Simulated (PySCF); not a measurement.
## NaC, CCSD(T): how much the basis matters

PySCF, UHF reference; quartet, unpaired electrons σ ↑, π ↑↑; De to Na + C without counterpoise correction. Frozen cores follow the default of each basis and core potential.

| basis | relativity | functions | Re (Å) | ωe (cm⁻¹) | De (eV) | frozen orbitals |
| --- | --- | --- | --- | --- | --- | --- |
| cc-pVDZ | no relativity | 32 | 2.258 | 429 | 1.69 | 2 |
| aug-pcseg-1 | no relativity | 37 | 2.288 | 417 | 1.86 | 2 |
| x2c-TZVPPall | spin-free X2C | 63 | 2.221 | 442 | 1.90 | 2 |

(1) How does each smaller set differ from the one with most functions, x2c-TZVPPall?

Correlated steps freeze 2 core orbitals. Correlated levels converge slowly with the basis: in double zeta they bind strong bonds too weakly, by up to about 1 eV, and carry superposition errors of some tenths. The state is the lowest determinant that a PBE0 search found; another state may lie lower at other levels.

Results:

(1) cc-pVDZ: +3.7 pm, -2.9 % in ωe, -0.21 eV in De; aug-pcseg-1: +6.7 pm, -5.7 % in ωe, -0.04 eV in De. All at CCSD(T); the set with most functions is neither the basis-set limit nor always the best. The rows treat relativity differently, so the differences are not basis effects alone.
